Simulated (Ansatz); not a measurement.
**Si2H4O: ionisation energy by level of theory**

Aim: the vertical ionisation energy of Si2H4O, as cation minus neutral at the neutral's geometry, on several levels, and how well −ε(HOMO) stands in for it.

Computed with Ansatz 0.2.0, Gaussian basis. Level: unrestricted cation, the program's frozen cores in correlated methods.

Levels to be run: UKS PBE-D4/def2-TZVPP; UKS r2SCAN-D4/def2-TZVPP; UKS PBE0-D4/def2-TZVPP; UKS B3LYP-D4/def2-TZVPP; UKS wB97X-V/def2-TZVPP; UKS wB97M-V/def2-TZVPP; UKS B2PLYP/def2-TZVPP; UHF-CCSD(T)/def2-TZVPP; UHF-MP2/def2-QZVPP; extrapolation to the limit; then −ε(HOMO) from the neutral's earlier runs with LDA (SPW92), PBE-D4, revPBE-D4, BLYP-D4, r2SCAN-D4, B97M-V, PBE0-D4, B3LYP-D4, r2SCANh-D4, r2SCAN0-D4, HSE06-D4, BHLYP-D4, CAM-B3LYP-D4, LC-ωPBE, ωB97X-V, ωB97M-V.

## 1. Structure used throughout

An earlier PBE0-D4 in a triple-zeta def2 set relaxation fixed the geometry.

SMILES `[SiH]O[SiH3]`, 7 atoms, charge 0, spin multiplicity 1.

Atoms are counted from 1 here; the program's logs count them from 0.

Bond lengths: Si1–O2 1.645 Å, Si1–H4 1.549 Å, O2–Si3 1.652 Å, Si3–H5 1.486 Å, Si3–H6 1.483 Å, Si3–H7 1.483 Å. Angles: O2–Si1–H4 97.6°, Si1–O2–Si3 142.3°, O2–Si3–H5 109.8°, O2–Si3–H6 108.5°, O2–Si3–H7 108.5°, H5–Si3–H6 110.1°, H5–Si3–H7 110.1°, H6–Si3–H7 109.7°.

## 2. Cation, UKS PBE-D4/def2-TZVPP

Contents of in.yaml:

```yaml
crystal:
  periodic: [false, false, false]
  atoms:
    - {symbol: Si, position_ang: [-1.691945, -1.472929, -0.230215]}
    - {symbol: O, position_ang: [-0.369026, -0.805358, 0.485107]}
    - {symbol: Si, position_ang: [0.731626, 0.414773, 0.316423]}
    - {symbol: H, position_ang: [-1.779339, -0.509853, -1.440506]}
    - {symbol: H, position_ang: [0.446592, 1.182265, -0.923421]}
    - {symbol: H, position_ang: [0.635087, 1.303755, 1.499749]}
    - {symbol: H, position_ang: [2.088206, -0.180754, 0.247065]}
basis:
  gaussian: {orbitals: def2-TZVPP}
total_charge: 1
magnetization: {spin_polarized: true, initial_magnetization: 1}
hamiltonian: {xc: pbe, dispersion: d4}
```

Further steps of the session: Cation, UKS r2SCAN-D4/def2-TZVPP; Cation, UKS PBE0-D4/def2-TZVPP; Cation, UKS B3LYP-D4/def2-TZVPP; Cation, UKS wB97X-V/def2-TZVPP; Cation, UKS wB97M-V/def2-TZVPP; Cation, UKS B2PLYP (frozen core)/def2-TZVPP; Cation, UHF-CCSD(T)/def2-TZVPP; Cation, UHF-MP2/def2-QZVPP.

Q: Predict the results of all the runs planned. Wanted: ionisation energy, CCSD(T)/CBS; nearest functional by difference; nearest −ε(HOMO); −ε(HOMO) of PBE; T1 of the cation.

As calculated:

| quantity | value |
| --- | --- |
| ionisation energy, CCSD(T)/CBS | 9.09 eV |
| nearest functional by difference | ωB97M-V (-0.12 eV) |
| nearest −ε(HOMO) | LC-ωPBE (+0.06 eV) |
| −ε(HOMO) of PBE | 5.47 eV |
| T1 of the cation | 0.023 |

Energy differences with functionals land within 0.37 eV of the reference. The PBE orbital energy is 3.6 eV too small: a semilocal HOMO is no ionisation energy. Among orbital estimates LC-ωPBE comes nearest. Hartree-Fock falls 1.05 eV short, as the neutral has more correlation energy than the cation.
